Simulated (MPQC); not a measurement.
# [BH4]− (SMILES [H][B-]([H])([H])[H]): HFLYP/MINI (Huzinaga)

Aim: the energy change on altering one bond length of [BH4]− at HFLYP/MINI (Huzinaga), from 2 runs. 

Program for the calculation: MPQC 2.3.1.

6 further runs of the same task are left out: 5 that didn't finish, 1 set aside as unsound or not needed.

### 1 The system as given

[BH4]−: 5 atoms, total charge -1, spin state singlet. As SMILES, `[H][B-]([H])([H])[H]`. Geometry: relaxed at GFN2-xTB.

Bond lengths: B1–H2 1.229 Å, B1–H3 1.229 Å, B1–H4 1.229 Å, B1–H5 1.229 Å. Angles: H2–B1–H3 109.5°, H2–B1–H4 109.5°, H2–B1–H5 109.5°, H3–B1–H4 109.5°, H3–B1–H5 109.5°, H4–B1–H5 109.5°.

### 2 The energy at HFLYP/MINI (Huzinaga)

File job.in:

```
% emacs should use -*- KeyVal -*- mode
molecule<Molecule>: (
   symmetry = auto
   unit = bohr
   { atoms geometry } = {
      B  [ 0.00000000    -0.00035905    -0.00009449 ]
      H  [ 0.02244995    -0.03889056     2.32270017 ]
      H  [ 2.18197227     0.02237436    -0.79521565 ]
      H  [ -1.11040307     1.90448489    -0.73238226 ]
      H  [ -1.09401915    -1.88760963    -0.79498888 ]
   }
)
basis<GaussianBasisSet>: (
   name = "MINI (Huzinaga)"
   molecule = $:molecule
)
mpqc: (
   checkpoint = no
   savestate = no
   restart = no
   do_energy = yes
   do_gradient = no
   optimize = no
   mole<CLKS>: (
      molecule = $:molecule
      basis = $:basis
      total_charge = -1
      memory = 1000000000
      print_evals = yes
      print_npa = yes
      maxiter = 80
      functional<SumDenFunctional>: (
         a0 = 1
         coefs = [ 1 ]
         funcs: [ <LYPCFunctional>: () ]
      )
      integrator<RadialAngularIntegrator>: ( grid = xfine )
      guess_wavefunction<ExtendedHuckelWfn>: (
         molecule = $:molecule
         total_charge = -1
         multiplicity = 1
         basis<GaussianBasisSet>: (
            name = "STO-3G"
            molecule = $:molecule
         )
      )
   )
)
```

Run with:

```console
mpqc job.in > job.out
```

The program printed:

```text
MPQC: Massively Parallel Quantum Chemistry
                                   Version 2.3.1

  Using IntegralV3 by default for molecular integrals evaluation

  Molecule: setting point group to c1

  CLSCF::init: total charge = -1

  docc = [ 5 ]
  nbasis = 9

  Molecular formula H4B

  The following keywords in "job.in" were ignored:
    mpqc:mole:guess_wavefunction:multiplicity

  MPQC options:
    matrixkit     = <ReplSCMatrixKit>
    restart       = no
    checkpoint    = no
    savestate     = no
    do_energy     = yes
    do_gradient   = no
    optimize      = no
    write_pdb     = no
    print_mole    = yes
    print_timings = yes

  SCF::compute: energy accuracy = 1.0000000e-06

  nuclear repulsion energy =   10.1926731803

  integral intermediate storage = 29948 bytes
  integral cache = 999969332 bytes
  Projecting guess wavefunction into the present basis set
      Using symmetric orthogonalization.
      n(basis):             9
      Maximum orthogonalization residual = 2.16623
      Minimum orthogonalization residual = 0.224992
      docc = [ 5]
      socc = [ 0]

      Projecting the guess density.

        The number of electrons in the guess density = 10
        Using symmetric orthogonalization.
        n(basis):             9
        Maximum orthogonalization residual = 2.51322
        Minimum orthogonalization residual = 0.130757
        The number of electrons in the projected density = 9.71486

  Beginning iterations.  Basis is MINI (Huzinaga).
  Integrated electron density error = -0.000670469443
  iter     1 energy =  -26.8621765497 delta = 4.98484e-01
  Integrated electron density error = -0.000671820816
  iter     2 energy =  -27.0098197712 delta = 1.76161e-01
  Integrated electron density error = 0.000075896286
  iter     3 energy =  -27.0105634304 delta = 1.04673e-02
  Integrated electron density error = 0.000075687972
  iter     4 energy =  -27.0106043343 delta = 3.08245e-03
  Integrated electron density error = 0.000000692660
  iter     5 energy =  -27.0106052986 delta = 1.67056e-04
  Integrated electron density error = -0.000000000670
  iter     6 energy =  -27.0106053033 delta = 2.65962e-06

  A
        1   -7.41130    2.00000
        2   -0.51841    2.00000
        3   -0.24945    2.00000
        4   -0.24936    2.00000
        5   -0.24932    2.00000
        6    0.70366    0.00000
        7    0.70382    0.00000
        8    0.70415    0.00000
        9    0.83265    0.00000

  HOMO is     5   A =  -0.249318
  LUMO is     6   A =   0.703663

  total scf energy =  -27.0106053033
Value of the MolecularEnergy:  -27.0106053033

  Closed Shell Kohn-Sham (CLKS) Parameters:
    Function Parameters:
      value_accuracy    = 5.976077e-08 (1.000000e-06) (computed)
      gradient_accuracy = 0.000000e+00 (1.000000e-06)
      hessian_accuracy  = 0.000000e+00 (1.000000e-04)

    Molecule:
      Molecular formula: H4B
      molecule<Molecule>: (
        symmetry = c1
        unit = "bohr"
        {  n atoms                        geometry                     }={
           1     B [    0.0000000000    -0.0001202949    -0.0000329232]
           2     H [    0.0224499500    -0.0386518049     2.3227617368]
           3     H [    2.1819722700     0.0226131151    -0.7951540832]
           4     H [   -1.1104030700     1.9047236451    -0.7323206932]
           5     H [   -1.0940191500    -1.8873708749    -0.7949273132]
        }
      )
      Atomic Masses:
         11.00931    1.00783    1.00783    1.00783    1.00783

    Electronic basis:
      GaussianBasisSet:
        nbasis = 9
        nshell = 7
        nprim  = 21
        name = "MINI (Huzinaga)"
    Natural Population Analysis:
       n   atom    charge     ne(S)     ne(P)
        1    B   -0.662213  2.841073  2.821140
        2    H   -0.084452  1.084452
        3    H   -0.084445  1.084445
        4    H   -0.084454  1.084454
        5    H   -0.084437  1.084437

    SCF Parameters:
      maxiter = 80
      density_reset_frequency = 10
      level_shift = 0.000000

    CLSCF Parameters:
      charge = -1
      ndocc = 5
      docc = [ 5 ]

    Functional:
      Sum of Functionals:
        +1.0000000000000000 Hartree-Fock Exchange
        +1.0000000000000000
          Object of type LYPCFunctional
    Integrator:
      RadialAngularIntegrator:
        Pruned xfine grid employed
                        CPU Wall
mpqc:                  0.90 0.95
  NAO:                 0.00 0.00
  calc:                0.87 0.91
    vector:            0.87 0.91
      density:         0.00 0.00
      evals:           0.00 0.00
      extrap:          0.00 0.00
      fock:            0.80 0.84
        accum:         0.00 0.00
        init pmax:     0.00 0.00
        integrate:     0.80 0.84
        local data:    0.00 0.00
        setup:         0.00 0.00
        sum:           0.00 0.00
        symm:          0.00 0.00
  input:               0.03 0.03
```

Run time: 1.3 s. Hardware: 1 thread of Intel Xeon at 2.50GHz (Skylake/Cascade Lake), shared host.

### 3 The distorted shape at the same level

File mol.in:

```
% BH4
molecule<Molecule>: (
    symmetry = auto
    unit = bohr
    { atoms geometry } = {
        B  [ -0.10904098    -0.00149477     0.03964078 ]
        H  [ -0.08659103    -0.04002629     2.36243545 ]
        H  [ 2.18197227     0.02237436    -0.79521565 ]
        H  [ -1.21944405     1.90334916    -0.69264699 ]
        H  [ -1.20306012    -1.88874536    -0.75525361 ]
    }
)
basis<GaussianBasisSet>: (
    name = "MINI (Huzinaga)"
    molecule = $:molecule
)
mpqc: (
    checkpoint = no
    savestate = no
    restart = no
    do_energy = yes
    do_gradient = no
    optimize = no
    mole<CLKS>: (
        molecule = $:molecule
        basis = $:basis
        total_charge = -1
        memory = 1000000000
        print_evals = yes
        print_npa = yes
        maxiter = 80
        functional<SumDenFunctional>: (
            a0 = 1
            coefs = [ 1 ]
            funcs: [ <LYPCFunctional>: () ]
        )
        integrator<RadialAngularIntegrator>: ( grid = xfine )
        guess_wavefunction<ExtendedHuckelWfn>: (
            molecule = $:molecule
            total_charge = -1
            multiplicity = 1
            basis<GaussianBasisSet>: (
                name = "STO-3G"
                molecule = $:molecule
            )
        )
    )
)
```

Run with:

```console
mpqc -o mol.out mol.in
```

The program printed:

```text
MPQC: Massively Parallel Quantum Chemistry
                                   Version 2.3.1

  Using IntegralV3 by default for molecular integrals evaluation

  Molecule: setting point group to c1

  CLSCF::init: total charge = -1

  docc = [ 5 ]
  nbasis = 9

  Molecular formula H4B

  The following keywords in "mol.in" were ignored:
    mpqc:mole:guess_wavefunction:multiplicity

  MPQC options:
    matrixkit     = <ReplSCMatrixKit>
    restart       = no
    checkpoint    = no
    savestate     = no
    do_energy     = yes
    do_gradient   = no
    optimize      = no
    write_pdb     = no
    print_mole    = yes
    print_timings = yes

  SCF::compute: energy accuracy = 1.0000000e-06

  nuclear repulsion energy =   10.0708102552

  integral intermediate storage = 29948 bytes
  integral cache = 999969332 bytes
  Projecting guess wavefunction into the present basis set
      Using symmetric orthogonalization.
      n(basis):             9
      Maximum orthogonalization residual = 2.14363
      Minimum orthogonalization residual = 0.232065
      docc = [ 5]
      socc = [ 0]

      Projecting the guess density.

        The number of electrons in the guess density = 10
        Using symmetric orthogonalization.
        n(basis):             9
        Maximum orthogonalization residual = 2.48719
        Minimum orthogonalization residual = 0.135824
        The number of electrons in the projected density = 9.71656

  Beginning iterations.  Basis is MINI (Huzinaga).
  Integrated electron density error = -0.000690566900
  iter     1 energy =  -26.8529859328 delta = 4.99553e-01
  Integrated electron density error = -0.000722592012
  iter     2 energy =  -27.0116756558 delta = 1.79583e-01
  Integrated electron density error = 0.000081746764
  iter     3 energy =  -27.0124605567 delta = 1.05054e-02
  Integrated electron density error = 0.000081378170
  iter     4 energy =  -27.0125073182 delta = 3.29354e-03
  Integrated electron density error = 0.000000369344
  iter     5 energy =  -27.0125080913 delta = 1.56898e-04
  Integrated electron density error = 0.000000001212
  iter     6 energy =  -27.0125080940 delta = 3.57560e-06

  A
        1   -7.41224    2.00000
        2   -0.51378    2.00000
        3   -0.24946    2.00000
        4   -0.24936    2.00000
        5   -0.24107    2.00000
        6    0.67245    0.00000
        7    0.70483    0.00000
        8    0.70519    0.00000
        9    0.81691    0.00000

  HOMO is     5   A =  -0.241067
  LUMO is     6   A =   0.672450

  total scf energy =  -27.0125080940
Value of the MolecularEnergy:  -27.0125080940

  Closed Shell Kohn-Sham (CLKS) Parameters:
    Function Parameters:
      value_accuracy    = 3.246040e-07 (1.000000e-06) (computed)
      gradient_accuracy = 0.000000e+00 (1.000000e-06)
      hessian_accuracy  = 0.000000e+00 (1.000000e-04)

    Molecule:
      Molecular formula: H4B
      molecule<Molecule>: (
        symmetry = c1
        unit = "bohr"
        {  n atoms                        geometry                     }={
           1     B [   -0.0073065037    -0.0001963940     0.0026296152]
           2     H [    0.0151434463    -0.0387279140     2.3254242852]
           3     H [    2.2837067463     0.0236727360    -0.8322268148]
           4     H [   -1.1177095737     1.9046475360    -0.7296581548]
           5     H [   -1.1013256437    -1.8874469840    -0.7922647748]
        }
      )
      Atomic Masses:
         11.00931    1.00783    1.00783    1.00783    1.00783

    Electronic basis:
      GaussianBasisSet:
        nbasis = 9
        nshell = 7
        nprim  = 21
        name = "MINI (Huzinaga)"
    Natural Population Analysis:
       n   atom    charge     ne(S)     ne(P)
        1    B   -0.641058  2.847675  2.793383
        2    H   -0.089190  1.089190
        3    H   -0.091383  1.091383
        4    H   -0.089192  1.089192
        5    H   -0.089177  1.089177

    SCF Parameters:
      maxiter = 80
      density_reset_frequency = 10
      level_shift = 0.000000

    CLSCF Parameters:
      charge = -1
      ndocc = 5
      docc = [ 5 ]

    Functional:
      Sum of Functionals:
        +1.0000000000000000 Hartree-Fock Exchange
        +1.0000000000000000
          Object of type LYPCFunctional
    Integrator:
      RadialAngularIntegrator:
        Pruned xfine grid employed
                        CPU Wall
mpqc:                  0.84 0.92
  NAO:                 0.00 0.00
  calc:                0.82 0.90
    vector:            0.82 0.90
      density:         0.00 0.00
      evals:           0.00 0.00
      extrap:          0.00 0.00
      fock:            0.75 0.83
        accum:         0.00 0.00
        init pmax:     0.00 0.00
        integrate:     0.74 0.82
        local data:    0.00 0.00
        setup:         0.00 0.00
        sum:           0.00 0.00
        symm:          0.00 0.00
  input:               0.02 0.02
```

Run time: 1.4 s. Hardware: 1 thread of Intel Xeon at 2.50GHz (Skylake/Cascade Lake), shared host.

### 4 Summary of results

At HFLYP/MINI (Huzinaga):

| quantity | value |
| --- | --- |
| first shape: total energy | -27.01061 Eh |
| first shape: HOMO energy | -6.78 eV |
| first shape: LUMO energy | 19.15 eV |
| first shape: HOMO–LUMO gap (to an unbound level, set by the basis) | 25.93 eV |
| distorted shape: total energy | -27.01251 Eh |
| distorted shape: HOMO energy | -6.56 eV |
| distorted shape: LUMO energy | 18.30 eV |
| distorted shape: HOMO–LUMO gap (to an unbound level, set by the basis) | 24.86 eV |
| energy change with the B1–H3 bond stretched from 1.229 to 1.290 Å | -0.052 eV |

What this shows: With the B1–H3 bond stretched from 1.229 to 1.290 Å the energy falls by 0.05 eV (5.0 kJ/mol). The first shape isn't relaxed at this level, so the change isn't measured from a minimum. The minimal basis adds a large error of its own.
